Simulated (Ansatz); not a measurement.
Relaxing a trial structure of C3H5Cl+

The starting geometry of this gas-phase doublet is a saddle point at B3LYP-D3(BJ)/def2-SVP, pushed by 0.25 Å along its imaginary mode; its bonds are those of `C[CH][CH+]Cl`.

```xyz
9

C    -1.5957    0.5443   -1.3285
C    -1.3422    1.5765   -0.3304
C    -0.3156    1.5331    0.6470
Cl    0.7330    0.2586    0.7826
H    -0.6399    0.1462   -1.7911
H    -2.0369   -0.3674   -0.8213
H    -2.3351    0.8839   -2.1126
H    -1.9933    2.4531   -0.2723
H    -0.1824    2.3439    1.3661
```

Predict what becomes of its bonds when it is optimised with B3LYP-D3(BJ)/def2-SVP.

It keeps its bonds, and is `C[CH][CH+]Cl`.

The energy falls by 0.09 eV over 16 steps:

```
step  E − E(last) (eV)
   1             0.092
   3             0.050
   4             0.044
   6             0.014
   8             0.002
   9             0.001
  11             0.000
  13             0.000
  14             0.000
  16             0.000
```

Final geometry (Å):

```xyz
9

C    -1.5958    0.4810   -1.2913
C    -1.3854    1.4603   -0.2350
C    -0.2610    1.5759    0.6049
Cl    1.0528    0.5611    0.5069
H    -0.7781   -0.2354   -1.4306
H    -2.5533   -0.0503   -1.0991
H    -1.8094    1.0204   -2.2396
H    -2.1730    2.2034   -0.0498
H    -0.2047    2.3558    1.3731
```

Frequencies at the end are all real (lowest 131 cm⁻¹). Open shells are spin-unrestricted. Run with Ansatz 0.2.0, 3.8 min on 2 threads of AMD EPYC (Zen 3) (shared host).
